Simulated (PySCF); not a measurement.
Molecule: SMILES c1ccccc1, C6H6.

Atoms are numbered as in `[cH:1]1[cH:2][cH:3][cH:4][cH:5][cH:6]1` (H(Xn): hydrogen on atom n).

Geometry PBE0-D3(BJ)/def2-SVP throughout; GIAO in PySCF, gas phase, one conformer, non-relativistic; equivalent atoms averaged; basis pcSseg-2.

Q: How do the absolute shieldings σ depend on the functional? (ppm; last column core-seconds on shared hosts with different chips, so compare them loosely; the GGAs took longer than the global hybrids here, which isn't the general rule, and the cause wasn't traced)

A: 
| functional | kind | C1/C2/C3/C4/C5/C6 | H(C1)/H(C2)/H(C3)/H(C4)/H(C5)/H(C6) | core-s |
| --- | --- | --- | --- | --- |
| HF | Hartree–Fock | 53.0 | 24.05 | 15 |
| LDA | LDA | 38.9 | 23.12 | 34 |
| PBE | GGA | 43.2 | 23.64 | 45 |
| BLYP | GGA | 38.7 | 23.95 | 42 |
| BP86 | GGA | 43.5 | 23.73 | 42 |
| OPBE | GGA | 53.0 | 23.60 | 41 |
| KT2 | GGA | 54.9 | 23.86 | 47 |
| KT3 | GGA | 54.9 | 24.03 | 47 |
| B97-D | GGA | 47.3 | 23.97 | 49 |
| B3LYP | global hybrid | 41.0 | 23.88 | 32 |
| PBE0 | global hybrid | 46.0 | 23.62 | 32 |
| mPW1PW91 | global hybrid | 45.3 | 23.69 | 34 |
| WP04 | global hybrid | 34.8 | 24.35 | 35 |
| B97-2 | global hybrid | 48.4 | 23.81 | 33 |
| BHandHLYP | global hybrid | 44.6 | 23.87 | 32 |
| CAM-B3LYP | range-separated hybrid | 41.1 | 23.73 | 46 |
| wB97X-D | range-separated hybrid | 44.6 | 23.72 | 44 |
| LC-wPBE | range-separated hybrid | 43.6 | 23.54 | 58 |

Q: Which nucleus moves most, in ppm?

A: C1/C2/C3/C4/C5/C6 (aromatic CH): from 34.8 ppm with WP04 to 54.9 ppm with KT3. The smallest spread is 1.24 ppm, at H(C1)/H(C2)/H(C3)/H(C4)/H(C5)/H(C6). Proton shifts span only some 12 ppm, so a few tenths of a ppm matter as much there as several ppm in carbon.
